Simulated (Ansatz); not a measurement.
We consider rock-salt TiN, described by LDA (PAW; Ansatz, an electronic-structure program).

Numerical settings: plane-wave cutoff 520 eV, 26×26×26 k mesh, Fermi–Dirac smearing 0.073 eV (set by the program), no spin polarisation, scalar-relativistic PAW data made under PBE.

Computed at the level's own relaxed cell.

```
TiN
1.0
    0.00000     2.08587     2.08587
    2.08587     0.00000     2.08587
    2.08587     2.08587     0.00000
Ti N
1 1
Direct
  0.00000   0.00000   0.00000
  0.50000   0.50000   0.50000
```

Task: Give the elastic tensor (Voigt notation, GPa, ions relaxed, in the Cartesian axes of the cell as printed).

Result: 
```
  691.7   133.5   133.5     0.0     0.0     0.0
  133.5   691.7   133.5     0.0     0.0     0.0
  133.5   133.5   691.7     0.0     0.0     0.0
    0.0     0.0     0.0   179.7     0.0     0.0
    0.0     0.0     0.0     0.0   179.7     0.0
    0.0     0.0     0.0     0.0     0.0   179.7
```

Measured, for comparison: elastic constant C11 625 GPa, elastic constant C12 165 GPa, elastic constant C44 163 GPa (temperature not stated, no zero-point or thermal correction; as tabulated in X. Wang et al., RSC Advances (2016)). Computed (rounded) less measured: elastic constant C11 +11 %, elastic constant C12 -19 %, elastic constant C44 +10 %.

Static lattice: no zero-point or thermal effects.
